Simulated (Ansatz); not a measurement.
`CC1=CC1F` + H₂ → `FC1C=C1` + CH₄ at 298.15 K and 1 bar (hydrogenolysis of a C–C bond).

Program: Ansatz. Geometries: PBE0-D4/def2-TZVP. ΔE: electronic, gas phase. CCSD(T)/CBS is the MP2 limit (def2-TZVPP, def2-QZVPP) plus CCSD(T) − MP2 in def2-TZVPP, frozen cores. This one scheme is used for every species.

```tsv
species	CCSD(T)/CBS energy (Eh)	H − E (kJ/mol)	S (J/(mol·K))
`CC1=CC1F`	-254.92218	219.7	304.7
H₂	-1.17544	35.1	130.4
`FC1C=C1`	-215.65206	141.3	267.3
CH₄	-40.46206	127.4	186.2
```

H − E and S are ideal-gas, rigid-rotor, harmonic terms from PBE0-D4/def2-TZVP, for one conformer and one mirror image of each species. The MP2-based limit puts H₂ 0.8 mEh under its directly extrapolated value; such offsets cancel only in part. 1 Eh = 2625.50 kJ/mol, R = 8.31446 J/(mol·K).

Task: By hand: ΔE, ΔH, ΔS and ΔG.

Result: ΔE = (-215.65206) + (-40.46206) − (-254.92218) − (-1.17544) = -0.01650 Eh = -43.3 kJ/mol. Δ(H − E) = 141.3 + 127.4 − 219.7 − 35.1 = 13.9, so ΔH = -29.4 kJ/mol. ΔS = 267.3 + 186.2 − 304.7 − 130.4 = 18.4 J/(mol·K). ΔG = -29.4 − 298.15 × (18.4)/1000 = -34.9 kJ/mol.

Task: By hand: the equilibrium constant, and the temperature at which ΔG would vanish if ΔH and ΔS stayed fixed.

Result: log₁₀ K = −ΔG/(RT ln 10) = 6.1. ΔH and −TΔS have one sign here, so there is no such temperature.

ΔH outweighs TΔS. A doubt of 5 kJ/mol in ΔE shifts log₁₀ K by 0.9 here. Other conformers and mirror images would add mixing entropy, several J/(mol·K) or more a flexible species. These are equilibria of isolated gas molecules and say nothing of rates. Largest T1 diagnostic: 0.011 (customary marks: 0.02 for closed shells, 0.045 for open ones).
